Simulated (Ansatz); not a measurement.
Relaxation of CH₅BCl (8 atoms, charge 0, multiplicity 2), to a largest force component of 0.03 eV/Å in at most 50 steps.

These are results of UKS B3LYP-D4/def2-SVP (Ansatz), not measurements.

```xyz
8
Properties=species:S:1:pos:R:3
B -0.067 -0.033 -0.131
H -0.208 -0.247 1.043
C 1.353 0.076 -0.742
H 1.625 -0.990 -0.913
H 1.407 0.572 -1.724
H 2.124 0.474 -0.063
H -1.079 -0.003 -0.793
Cl 0.320 0.151 3.522
```

Task: Where does it end, and by what steps?

Result: It converged. After 21 steps the energy has fallen by 1.247 eV; Cl8 moved furthest, 2.12 Å. Joined: B1–Cl8.

| step | energy less start (eV) | largest force component (eV/Å) | accepted |
| --- | --- | --- | --- |
| 0 | 0.0000 | 0.605 | yes |
| 1 | -0.0299 | 0.405 | yes |
| 2 | -0.0952 | 0.314 | yes |
| 3 | -0.1572 | 0.286 | yes |
| 4 | -0.2086 | 0.411 | yes |
| 5 | -0.2286 | 0.276 | yes |
| 6 | -0.2569 | 0.502 | yes |
| 7 | -0.3146 | 0.675 | yes |
| 8 | -0.4271 | 0.605 | yes |
| 9 | -0.5658 | 0.942 | yes |
| 10 | -0.7404 | 1.085 | yes |
| 11 | -0.9071 | 0.770 | yes |
| 12 | -1.0079 | 0.282 | yes |
| 13 | -1.0771 | 0.602 | yes |
| 14 | -1.1974 | 0.588 | yes |
| 15 | -1.1270 | 0.621 | no |
| 16 | -1.2392 | 0.167 | yes |
| 17 | -1.2254 | 0.400 | no |
| 18 | -1.2461 | 0.051 | yes |
| 19 | -1.2470 | 0.033 | yes |
| 20 | -1.2471 | 0.031 | yes |
| 21 | -1.2472 | 0.002 | yes |

```xyz
8
Properties=species:S:1:pos:R:3
B 0.174 0.005 0.453
H -0.247 -1.142 0.861
C 1.401 0.048 -0.526
H 1.393 -0.781 -1.251
H 1.420 0.996 -1.094
H 2.353 0.005 0.031
H -0.970 -0.362 -0.012
Cl -0.050 1.232 1.737
```

The run took 80 s on 2 threads of Arm Neoverse N1, on a shared host, peak memory 0.17 GiB.
